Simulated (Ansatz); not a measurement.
# AlNH (sextet): wave-function methods side by side, cc-pVTZ

How much of the correlation energy of AlNH (sextet) does each wave-function method recover here?

Computed with Ansatz 0.2.0, Gaussian basis. Level: cc-pVTZ, core rule «outside noble gas», up to 6 orbitals frozen.

The runs, in order: UHF; CCSD(T) on ROHF; CCSD(T) on UHF; BCCD(T) on ROHF; CCSDT(Q) on ROHF; CCSDT(Q) on UHF.

17 further runs of the same task are left out: 12 for a known fault of the program, 5 set aside as unsound or not needed.

**1. The geometry**

The geometry is a PBE0/def2-TZVP stationary point (not a proven minimum) of the parent state, kept for this charge and spin.

3 atoms, charge 0, spin multiplicity 6.

Atoms are counted from 1 here; the program's logs count them from 0.

Bond lengths: Al1–N2 1.909 Å, N2–H3 1.029 Å. Angles: Al1–N2–H3 108.4°.

**2. UHF**

File in.yaml:

```yaml
crystal:
  periodic: [false, false, false]
  atoms:
    - {symbol: Al, position_ang: [0.000000, -0.031887, 0.689947]}
    - {symbol: N, position_ang: [0.000000, 0.120874, -1.212902]}
    - {symbol: H, position_ang: [0.000000, -0.826124, -1.614269]}
basis:
  gaussian: {orbitals: cc-pVTZ}
magnetization: {spin_polarized: true, initial_magnetization: 5}
hamiltonian: {xc: hf}
output: {orbitals: {seedname: orbitals}}
```

On the command line:

```bash
> ansatz run in.yaml --threads 1 --pin off --events-out ev --progress --plain --max-ram 2560MiB --backend cpu
```

Further steps of the session: CCSD(T) on ROHF; CCSD(T) on UHF; BCCD(T) on ROHF; CCSDT(Q) on ROHF; CCSDT(Q) on UHF.

**Question.** What will the summary of the whole plan be? Wanted: UCCSDT(Q) below the RHF energy; RMP2 from UCCSDT(Q); UMP2 from UCCSDT(Q); RCCSD from UCCSDT(Q); RCCSD(T) from UCCSDT(Q); UCCSD(T) from UCCSDT(Q); RCCSDT(Q) from UCCSDT(Q); T1 diagnostic.

The runs gave:

| quantity | value |
| --- | --- |
| UCCSDT(Q) below the RHF energy | -5.1564 eV |
| RMP2 from UCCSDT(Q) | +803.7 meV |
| UMP2 from UCCSDT(Q) | +809.5 meV |
| RCCSD from UCCSDT(Q) | +159.6 meV |
| RCCSD(T) from UCCSDT(Q) | +26.3 meV |
| UCCSD(T) from UCCSDT(Q) | +22.4 meV |
| RCCSDT(Q) from UCCSDT(Q) | +4.4 meV |
| levels within 1 kcal/mol (43 meV) | RCCSD(T), UCCSD(T), BCCD(T), RCCSDT, UCCSDT, RCCSDT(Q) |
| T1 diagnostic | 0.018 |

**Reading.** RCCSD(T) lands +26.3 meV from the yardstick (0.5 % of the correlation energy). These misses are within one basis, not against nature; the frozen cores of restricted and unrestricted runs differ, which can shift their rows.
